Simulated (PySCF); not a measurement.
A structure optimised at PBE-D3(BJ)/def2-SVP, used in a PySCF frequency run:

```
C
H 1 1.1123
H 1 1.1123 2 105.52
C 1 1.5299 2 109.45 3 117.68
H 4 1.1090 1 111.89 2 -57.60
H 4 1.1105 5 107.51 1 122.46
H 4 1.1105 5 107.51 6 115.07
C 1 1.5299 2 109.45 3 -117.68
H 8 1.1090 1 111.89 2 57.60
H 8 1.1105 9 107.51 1 122.46
H 8 1.1105 9 107.51 10 115.07
```

### Question
Write its SMILES, formula and point group.

### Answer
CCC, C3H8, C2v

### Question
What are its rotational constants (standard atomic weights)?

### Answer
29.153, 8.3174, 7.3782 GHz
